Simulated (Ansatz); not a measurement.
H6SSi2 (`[SiH3][SiH2]S`). The species carries charge 0 and has multiplicity 1.

Z-matrix (Å, degrees):
```
Si
Si 1 2.338
H 1 1.487 2 109.5
H 1 1.486 2 110.0 3 119.9
H 1 1.486 2 110.0 3 -119.8
S 2 2.143 1 106.2 3 -179.6
H 2 1.488 1 110.6 3 60.1
H 2 1.488 1 110.7 3 -59.3
H 6 1.344 2 95.4 1 -179.6
```

What are the harmonic wavenumbers in cm⁻¹ at PBE0-D4/def2-TZVP (Ansatz, finite differences of forces, unscaled)? (Estimate.)

Ansatz gave: 76, 115, 158, 360, 411, 481, 529, 583, 677, 706, 800, 884, 935, 935, 952, 2207, 2211, 2220, 2232, 2236, 2704.

Is this a minimum?

Yes, all 21 modes are real.

Give the ideal-gas thermochemistry at 298.15 K and 1 bar (rigid rotor, harmonic oscillator; point group Cs, symmetry number 1).

Zero-point energy 134.0 kJ/mol; H(298) − E = 154.2 kJ/mol; entropy 338.3 J/(mol·K), of which translation 165.6, rotation 110.4, vibration 62.4; G(298) − E = 53.3 kJ/mol. Modes under 100 cm⁻¹ are hindered rotations or soft bends, so the harmonic entropy is rough.

And at 400, 500, 600, 800 and 1000 K?


```csv
T (K),H − E (kJ/mol),S (J/mol/K),G − E (kJ/mol)
400,165.6,371.1,17.1
500,178.3,399.4,-21.4
600,192.1,424.6,-62.7
800,222.5,468.2,-152.1
1000,255.6,505.1,-249.5
```

Rotational constants (cm⁻¹)?

0.334, 0.07576, 0.06453.
